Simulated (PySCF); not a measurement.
**BNH6 (SMILES [BH3-][NH3+]): CCSD(T)/def2-TZVP**

What is the energy change on altering one bond length of BNH6 at CCSD(T)/def2-TZVP? Input form: a Python script.

The calculation is run with PySCF 2.14.0.

1 further run of the same task is left out (set aside as unsound or not needed).

## (1) Starting point

The species is BNH6 (8 atoms), meant as a singlet with charge 0. SMILES: `[BH3-][NH3+]`. Geometry: relaxed at PBE0-D4/def2-TZVP.

Bond lengths: B1–N2 1.639 Å, B1–H3 1.212 Å, B1–H4 1.212 Å, B1–H5 1.212 Å, N2–H6 1.015 Å, N2–H7 1.015 Å, N2–H8 1.015 Å. Some angles: B1–N2–H6 110.9°, B1–N2–H7 110.9°, B1–N2–H8 110.9°, N2–B1–H3 105.3°, N2–B1–H4 105.3°, N2–B1–H5 105.3°, H6–N2–H7 108.0°, H6–N2–H8 108.0°, H7–N2–H8 108.0°, H3–B1–H4 113.3°.

## (2) The energy at CCSD(T)/def2-TZVP

Input file run.py:

```python
# [BH3-][NH3+]
from pyscf import gto, scf, cc

system = gto.Mole()
system.atom = [
    ('B', (-0.191300, 0.250800, -0.775400)),
    ('N', (0.206500, -0.255100, 0.731700)),
    ('H', (-0.078200, -0.728400, -1.481000)),
    ('H', (-1.332600, 0.649700, -0.687200)),
    ('H', (0.604400, 1.126600, -1.038400)),
    ('H', (0.140800, 0.507000, 1.398700)),
    ('H', (1.156600, -0.611300, 0.755300)),
    ('H', (-0.414000, -0.996500, 1.040500)),
]
system.basis = 'def2-tzvp'
system.spin = 0
system.verbose = 3
system.charge = 0
system.max_memory = 1860
system.build()

calc0 = scf.RHF(system)
calc0.conv_tol = 1e-10
calc0.kernel()
if not calc0.converged:
    calc0 = calc0.newton().run(calc0.mo_coeff, calc0.mo_occ)

mycc = cc.CCSD(calc0, frozen=2)
mycc.kernel()
e_t = mycc.ccsd_t()
etot = mycc.e_tot + e_t
print('E = %.10f Eh' % etot)
```

Command:

```bash
OMP_NUM_THREADS=1 python run.py
```

Log:

```text
converged SCF energy = -82.6520597021325
E(CCSD) = -83.03599080099769  E_corr = -0.3839310988651754
CCSD(T) correction = -0.0115224975403042
E = -83.0475132985 Eh
```

Run time: 27 s. Hardware: 1 thread of Arm Neoverse V1, shared host; peak memory 0.59 GiB.

## (3) The distorted shape at the same level

Input file run.py:

```python
from pyscf import gto, scf, cc

mol = gto.M(
    atom='''
B     -0.247846     0.740367    -0.422624
N      0.149954     0.234467     1.084476
H     -0.078200    -0.728400    -1.481000
H     -1.389146     1.139267    -0.334424
H      0.547854     1.616167    -0.685624
H      0.084254     0.996567     1.751476
H      1.100054    -0.121733     1.108076
H     -0.470546    -0.506933     1.393276
''',
    verbose=3,
    max_memory=1860,
    charge=0,
    spin=0,
    basis='def2-tzvp',
)

myscf = scf.RHF(mol)
myscf.conv_tol = 1e-10
myscf.kernel()
if not myscf.converged:
    myscf = myscf.newton().run(myscf.mo_coeff, myscf.mo_occ)

mycc = cc.CCSD(myscf, frozen=2)
mycc.kernel()
e_t = mycc.ccsd_t()
energy = mycc.e_tot + e_t
print('Final energy', energy)
```

Command:

```bash
OMP_NUM_THREADS=1 python run.py
```

Log:

```text
converged SCF energy = -82.5899439184691
E(CCSD) = -82.9755547616478  E_corr = -0.3856108431787455
CCSD(T) correction = -0.0123734431624769
Final energy -82.98792820481027
```

It took 27 s on 1 thread of Arm Neoverse V1, shared host; peak memory 0.59 GiB.

## (4) Results

Level: CCSD(T)/def2-TZVP, 2 core orbitals frozen.

| quantity | value |
| --- | --- |
| first shape: total energy | -83.04751 Eh |
| first shape: dipole moment (Hartree–Fock density) | 5.51 D |
| first shape: HOMO energy (Hartree–Fock orbitals) | -11.23 eV |
| first shape: LUMO energy (Hartree–Fock orbitals) | 2.54 eV |
| first shape: HOMO–LUMO gap (Hartree–Fock orbitals) | 13.77 eV |
| first shape: correlation energy (2 core orbitals frozen) | -395.5 mEh |
| first shape: (T) correction | -11.52 mEh |
| first shape: T1 diagnostic | 0.009 |
| distorted shape: total energy | -82.98793 Eh |
| distorted shape: dipole moment (Hartree–Fock density) | 6.39 D |
| distorted shape: HOMO energy (Hartree–Fock orbitals) | -9.14 eV |
| distorted shape: LUMO energy (Hartree–Fock orbitals) | 2.34 eV |
| distorted shape: HOMO–LUMO gap (Hartree–Fock orbitals) | 11.49 eV |
| distorted shape: correlation energy (2 core orbitals frozen) | -398.0 mEh |
| distorted shape: (T) correction | -12.37 mEh |
| distorted shape: T1 diagnostic | 0.014 |
| energy change with the B1–H3 bond stretched from 1.212 to 1.818 Å | 1.621 eV |

What this shows: With the B1–H3 bond stretched from 1.212 to 1.818 Å the energy rises by 1.62 eV (156 kJ/mol). The first shape isn't relaxed at this level, so the change isn't measured from a minimum. Mulliken charges (first shape) of the mean-field density run from -0.44 on N2 to +0.29 on H6; they depend strongly on the basis. The triples (first shape) make up 2.9 % of the correlation energy. Mulliken charges (distorted shape) of the mean-field density run from -0.42 on N2 to +0.30 on H7. The triples (distorted shape) make up 3.1 % of the correlation energy.
